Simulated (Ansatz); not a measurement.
Consider the isomerisation: `C1N[SiH2]1` → `N=C[SiH3]`.

Program: Ansatz. Geometries: PBE0-D4/def2-TZVP. ΔE: electronic, gas phase. CBS: MP2 limit from def2 TZ/QZ plus the TZ coupled-cluster correction, frozen cores. DFT in def2-TZVPP. Each species was taken in one conformer, which may not be the lowest.

`C1N[SiH2]1`:

```xyz
8

C     0.579    0.040    0.743
N     0.706   -0.413   -0.675
Si   -0.937   -0.078   -0.273
H     0.873   -0.708    1.475
H     0.945    1.038    0.982
H     1.278    0.164   -1.273
H    -1.576    1.184   -0.711
H    -1.867   -1.227   -0.267
```

`N=C[SiH3]`:

Cartesian coordinates in Å:
```
N 0.154 -1.553 0.706
C 0.502 -0.605 -0.064
Si -0.523 0.980 -0.120
H 0.794 -2.347 0.636
H 1.393 -0.675 -0.709
H -1.003 1.196 -1.511
H 0.347 2.131 0.245
H -1.665 0.872 0.816
```

```json
{"level": "LDA (SPW92)", "ΔE (kJ/mol)": "27.7"}
{"level": "B97M-V", "ΔE (kJ/mol)": "3.0"}
{"level": "r2SCAN", "ΔE (kJ/mol)": "5.9"}
{"level": "r2SCANh", "ΔE (kJ/mol)": "7.4"}
{"level": "r2SCAN0", "ΔE (kJ/mol)": "9.5"}
{"level": "CAM-B3LYP", "ΔE (kJ/mol)": "-6.6"}
{"level": "LC-ωPBE", "ΔE (kJ/mol)": "13.3"}
{"level": "SCS-MP2/def2-QZVPP", "ΔE (kJ/mol)": "-5.1"}
```

Problem. What does CCSD(T)/CBS give? (Estimate.)

Solution. Ansatz gave: -4.9 kJ/mol. The listed levels differ from it by 32.6, 7.9, 10.8, 12.3, 14.4, -1.7, 18.2, -0.2 kJ/mol.

Problem. What do rigid-rotor, harmonic-oscillator terms from PBE0-D4/def2-TZVP frequencies (298.15 K, 1 bar) make of the CCSD(T)/CBS value? (Estimate.)

Solution. Computed: ΔZPE = -9.1 kJ/mol, ΔH = -11.8 kJ/mol, ΔS = 19 J/(mol·K), ΔG = -17.5 kJ/mol.

Largest T1 diagnostic among the species: 0.012.

From r2SCAN to r2SCAN0 (25 % exact exchange), in def2-TZVPP and without D4, ΔE moves by +3.6 kJ/mol. Leaving LDA and LC-ωPBE aside and taking each functional with its dispersion term where it has one, the values, not all of them listed here, spread over 28.1 kJ/mol, from BLYP-D4 to PBE-QIDH. LDA lies +24.2 kJ/mol from PBE without D4. In def2-TZVPP, CCSD(T) changes the Hartree–Fock value by +22.7 kJ/mol (the triples alone add +0.9 kJ/mol) and MP2 by +37.2 kJ/mol.
